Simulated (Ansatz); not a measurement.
A calculation with Ansatz (development build ahead of 0.2.0).

```yaml
crystal:
  periodic: [false, false, false]
  atoms:
    - { symbol: Na, position_ang: [0.00683, -0.00582, -1.09366] }
    - { symbol: O, position_ang: [-0.00753, 0.00657, 1.08904] }
    - { symbol: H, position_ang: [-0.00148, 0.76648, 1.67275] }
    - { symbol: H, position_ang: [-0.00318, -0.75808, 1.68989] }
basis:
  gaussian: { orbitals: cc-pVTZ }
total_charge: 1
hamiltonian:
  xc: hf
correlation:
  method: mp2
  frozen_orbitals: { H: 0, Na: 1, O: 1 }
```

The input is written out in the form of the current development build from the run's settings.

Results

* Converged: yes
* Reference energy: -237.77318 hartree
* Correlation energy: -0.27214 hartree
* Total energy: -238.04532 hartree
* Spin squared of the determinant: 0.000
